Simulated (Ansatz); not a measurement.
**AlMgH3 (singlet): wave-function methods side by side at scale of all distances = 1.995, 6-31G**

How much of the correlation energy of AlMgH3 (singlet) does each wave-function method recover here?

The runs use Ansatz 0.2.0, Gaussian basis; 6-31G, core rule «outside noble gas», up to 10 orbitals frozen.

The runs, in order: UHF; CCSD(T) on RHF; CCSD(T) on UHF; BCCD(T) on RHF; CISD; CCSDT(Q) on RHF; CCSDT(Q) on UHF; CCSDTQ on RHF; CASSCF and MRCISD+Q, 2 electrons in 2 orbitals; CASSCF and NEVPT2, 2 electrons in 2 orbitals; CASSCF and MRCISD+Q, 8 electrons in 11 orbitals; CASSCF and NEVPT2, 8 electrons in 11 orbitals; Full CI.

23 further runs of the same task are left out: 1 for a known fault of the program, 16 that didn't finish, 6 set aside as unsound or not needed.

### 1 What is computed

The geometry derives from a PBE0/def2-TZVP stationary point (not a proven minimum). All distances are scaled together.

5 atoms, charge 0, spin multiplicity 1.

Atoms are counted from 1 here; the program's logs count them from 0.

No contacts short enough for the rule that draws bonds.

### 2 UHF

The input, in.yaml:

```yaml
crystal:
  periodic: [false, false, false]
  atoms:
    - {symbol: Al, position_ang: [0.000000, 0.000000, 2.546779]}
    - {symbol: Mg, position_ang: [0.000000, 0.000000, -2.921440]}
    - {symbol: H, position_ang: [0.000000, 2.667129, 4.307943]}
    - {symbol: H, position_ang: [0.000000, -2.667129, 4.307943]}
    - {symbol: H, position_ang: [0.000000, 0.000000, -6.344337]}
basis:
  gaussian: {orbitals: 6-31G}
magnetization: {spin_polarized: true, initial_magnetization: 0}
hamiltonian: {xc: hf}
output: {orbitals: {seedname: orbitals}}
```

On the command line:

```bash
$ ansatz run in.yaml --threads 1 --pin off --events-out ev --progress --plain --max-ram 2393MiB
```

Further steps of the session: CCSD(T) on RHF; CCSD(T) on UHF; BCCD(T) on RHF; CISD; CCSDT(Q) on RHF; CCSDT(Q) on UHF; CCSDTQ on RHF; CASSCF and MRCISD+Q, 2 electrons in 2 orbitals; CASSCF and NEVPT2, 2 electrons in 2 orbitals; CASSCF and MRCISD+Q, 8 electrons in 11 orbitals; CASSCF and NEVPT2, 8 electrons in 11 orbitals; Full CI.

**Question.** What will the summary of the whole plan be? Wanted: FCI below the RHF energy; RMP2 from FCI; UMP2 from FCI; RCCSD from FCI; RCCSD(T) from FCI; UCCSD(T) from FCI; RCCSDT(Q) from FCI; UCCSDT(Q) from FCI; NEVPT2 valence from FCI.

The runs gave:

| quantity | value |
| --- | --- |
| FCI below the RHF energy | -8.4680 eV |
| RMP2 from FCI | +2545.7 meV |
| UMP2 from FCI | +1172.1 meV |
| RCCSD from FCI | -387.1 meV |
| RCCSD(T) from FCI | -2573.0 meV |
| UCCSD(T) from FCI | +31.6 meV |
| RCCSDT(Q) from FCI | +1686.6 meV |
| UCCSDT(Q) from FCI | +0.6 meV |
| NEVPT2 valence from FCI | +118.0 meV |
| MRCISD+Q valence from FCI | +9.1 meV |
| levels within 1 kcal/mol (43 meV) | UCCSD(T), UCCSDT, UCCSDT(Q), RCCSDTQ, MRCISD valence, MRCISD+Q valence |
| T1 diagnostic | 0.177 |
| effectively unpaired electrons | 2.92 |

RCCSD(T) misses by -2573.0 meV, 30.4 % of the correlation energy. CCSD(T) misses by -2573.0 meV on the restricted determinant and by +31.6 meV on the unrestricted one; the two need not hold the same state or core. RCCSD, RCCSD(T), BCCD(T), RCCSDT, RCCSDTQ fall below full CI, which methods that aren't variational can do. The occupations show strong static correlation (2.9 unpaired electrons where one determinant has 0). Of the multireference levels listed MRCISD+Q valence comes nearest in total energy (+9.1 meV), which doesn't show that its space is the better one. Coupled cluster took another determinant than the lowest Hartree-Fock one. These misses are within one basis, not against nature.
